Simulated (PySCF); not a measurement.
## MgP⁺: one state, many levels of theory

State: ³Σ⁻ (triplet), unpaired electrons π ↑↑. Set-up: basis Mg def2-SVP, P def2-SVP; no relativity; PySCF 2.14. De refers to Mg⁺ + P in their high-spin ground configurations, without counterpoise correction. The functionals are run spin-unrestricted. A positive dipole points towards P; it is taken about the centre of mass and depends on that origin. Levels whose curve was spin-contaminated or gave no clean fit are not listed.

```tsv
Level	Re (Å)	ωe (cm⁻¹)	De (eV)	μ (D)
ROHF	2.481	361	-0.039	-8.36
ROHF-MP2	2.487	358	0.82	n/a
ROHF-SCS-MP2	2.501	345	0.88	n/a
ROHF-CCSD	2.547	304	1.00	n/a
ROHF-CCSD(T)	2.556	299	1.10	n/a
PBE	2.501	333	1.66	-6.60
revPBE	2.516	327	1.56	-6.75
r²SCAN	2.502	325	1.37	-7.09
PBE0	2.487	337	1.43	-7.08
```

Which functional lies closest to ROHF-CCSD(T) in De, which farthest, and by how much do they differ from it?

Closest is r²SCAN (-5.4 pm in Re, +8.7 % in ωe, +0.27 eV in De against ROHF-CCSD(T) in the same basis), farthest PBE (-5.5 pm in Re, +11.4 % in ωe, +0.56 eV in De). CCSD(T) converges more slowly with the basis than the functionals do and binds too weakly in this one, so the order can change at the basis-set limit.

What does the step from GGA to meta-GGA do here, going from PBE to r²SCAN?

r²SCAN less PBE: +0.1 pm in Re, -2.4 % in ωe, -0.29 eV in De. 

What does second-order correlation do here, going from ROHF to ROHF-MP2?

ROHF-MP2 less ROHF: +0.6 pm in Re, -0.8 % in ωe, +0.86 eV in De. Correlation nearly always deepens the well. The bond lengthens, as in strong covalent bonds, where excitations into antibonding orbitals dominate.

Correlated steps freeze 6 core orbitals. Correlated levels converge slowly with the basis: in double zeta they bind strong bonds too weakly, by up to about 1 eV, and carry superposition errors of some tenths. For an ion De counts to the pair picked by the measured ionisation energies or electron affinities, which need not be the lowest pair at this level. UHF is strongly spin-contaminated for MgP⁺, so the ROHF reference used there is far from stable. A negative De means that the minimum lies above the separated atoms at that level. The state is the lowest determinant that a PBE0 search found; another state may lie lower at other levels.

The whole job (state search and all levels along the bond) took about 1.5 min on 1 thread of Intel Xeon Platinum 8375C @ 2.90GHz (shared host), peak memory 0.41 GiB.
